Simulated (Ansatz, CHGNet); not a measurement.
Voigt–Reuss–Hill shear modulus (GPa) of solids drawn from the class of tetrahedrally bonded semiconductors and semimetals, at two levels: the machine-learned potential CHGNet 0.3.0 (trained on PBE and PBE+U data), and r²SCAN (PAW; Ansatz, a quantum-chemistry and plane-wave program).

| solid | CHGNet 0.3.0 | r²SCAN | shift (%) |
|---|---|---|---|
| zinc-blende ZnS | 21.2 | 35.8 | +69 |
| zinc-blende GaAs | 7.61 | 47.7 | +527 |
| zinc-blende InP | 13.3 | 34.3 | +158 |
| zinc-blende CuI | 8.68 | 15.8 | +82 |
| wurtzite AlN | 68.1 | 133 | +95 |
| cubic BN | 170 | 404 | +138 |
| zinc-blende GaSb | 5.63 | 34.8 | +518 |
| 3C-SiC | 48.3 | 203 | +320 |
| zinc-blende CdTe | 2.83 | 14.1 | +398 |
| zinc-blende BAs | 31.6 | 137 | +334 |

The shifts run from +69 % to +527 %, with a median of +239 %.

Over all 10 rows r²SCAN is the larger in 10.

Ansatz's runs of these crystals have no spin polarisation.

Spin–orbit coupling is left out, also for the solids with elements from indium on (zinc-blende InP, zinc-blende CuI, zinc-blende GaSb, zinc-blende CdTe); its size isn't shown.

Each level is taken at its own relaxed cell. Ansatz's density-functional and Hartree–Fock values are scalar-relativistic unless marked +SOC, with PAW data made under PBE.
